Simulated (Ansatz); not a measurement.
# BH2S2−: functionals against CCSD(T) at one geometry

A test off equilibrium: a structure displaced at random from a GFN2-xTB minimum is computed at several levels, and each is set against CCSD(T).

Computed with Ansatz 0.2.0, Gaussian basis. Level: single points in def2-TZVPPD.

Cores are frozen in the correlated methods.

## (1) Starting geometry

SMILES `[S-]BS`, 5 atoms, charge -1, spin multiplicity 1.

Atoms are counted from 1 here; the program's logs count them from 0.

Bond lengths: S1–B2 1.657 Å, B2–S3 1.883 Å, B2–H4 1.065 Å, S3–H5 1.544 Å. Angles: S1–B2–S3 126.9°, S1–B2–H4 130.8°, S3–B2–H4 102.3°, B2–S3–H5 92.3°.

Coordinates:

```xyz
5
charge -1, multiplicity 1
S    -1.19500   -1.03310    0.93860
B    -0.54370   -0.06820   -0.24020
S     1.17740    0.69510   -0.25420
H    -0.96310    0.30180   -1.14640
H     1.58090   -0.04040    1.04210
```

## (2) CCSD(T)/def2-TZVPPD

run/in.yaml reads:

```yaml
crystal:
  periodic: [false, false, false]
  atoms:
    - {symbol: S, position_ang: [-1.195000, -1.033100, 0.938600]}
    - {symbol: B, position_ang: [-0.543700, -0.068200, -0.240200]}
    - {symbol: S, position_ang: [1.177400, 0.695100, -0.254200]}
    - {symbol: H, position_ang: [-0.963100, 0.301800, -1.146400]}
    - {symbol: H, position_ang: [1.580900, -0.040400, 1.042100]}
basis:
  gaussian: {orbitals: "def2-TZVPPD.json"}
total_charge: -1
correlation: {method: ccsd_t}
output: {forces: true}
```

The basis file named in the input lies beside it (Basis Set Exchange, JSON).

No record of the launch command was kept for these runs.

## (3) PBE0-D4/def2-TZVPPD

run/in.yaml, as its differences from that of step 2:

```diff
@@ -11,3 +11,3 @@
 total_charge: -1
-correlation: {method: ccsd_t}
-output: {forces: true}
+hamiltonian: {xc: pbe0, dispersion: d4}
+output: {forces: true, orbitals: {seedname: orbitals}}
```

## (4) wB97M-V/def2-TZVPPD

run/in.yaml, as its differences from that of step 3:

```diff
@@ -11,3 +11,3 @@
 total_charge: -1
-hamiltonian: {xc: pbe0, dispersion: d4}
-output: {forces: true, orbitals: {seedname: orbitals}}
+hamiltonian: {xc: {name: wB97M-V}}
+output: {forces: true}
```

## (5) r2SCAN-D4/def2-TZVPPD

run/in.yaml, as its differences from that of step 4:

```diff
@@ -11,3 +11,3 @@
 total_charge: -1
-hamiltonian: {xc: {name: wB97M-V}}
+hamiltonian: {xc: r2scan, dispersion: d4}
 output: {forces: true}
```

## (6) PBE-D4/def2-TZVPPD

run/in.yaml, as its differences from that of step 5:

```diff
@@ -11,3 +11,3 @@
 total_charge: -1
-hamiltonian: {xc: r2scan, dispersion: d4}
+hamiltonian: {xc: pbe, dispersion: d4}
 output: {forces: true}
```

## (7) BHLYP-D4/def2-TZVPPD

run/in.yaml, as its differences from that of step 6:

```diff
@@ -11,3 +11,3 @@
 total_charge: -1
-hamiltonian: {xc: pbe, dispersion: d4}
+hamiltonian: {xc: {name: BHLYP}, dispersion: d4}
 output: {forces: true}
```

## (8) B97M-V/def2-TZVPPD

run/in.yaml, as its differences from that of step 7:

```diff
@@ -11,3 +11,3 @@
 total_charge: -1
-hamiltonian: {xc: {name: BHLYP}, dispersion: d4}
+hamiltonian: {xc: {name: B97M-V}}
 output: {forces: true}
```

(Steps that only read results are left out.)

What does the calculation give? Wanted: RMS force component; RMS force error; HOMO and LUMO, PBE0-D4; T1 diagnostic.

As calculated:

| quantity | value |
| --- | --- |
| RMS force component | 1.964 to 2.019 eV/Å over the methods |
| RMS force error | PBE0-D4 0.134, wB97M-V 0.120, r2SCAN-D4 0.091, PBE-D4 0.159, BHLYP-D4 0.206, B97M-V 0.150 eV/Å |
| HOMO and LUMO, PBE0-D4 | -0.88 and 3.21 eV |
| T1 diagnostic | 0.016 |

In words: The forces of r2SCAN-D4 come nearest to CCSD(T), those of BHLYP-D4 are farthest. Frozen-core CCSD(T) forces in triple zeta carry basis errors of their own, and this is one geometry, so small gaps rank nothing.
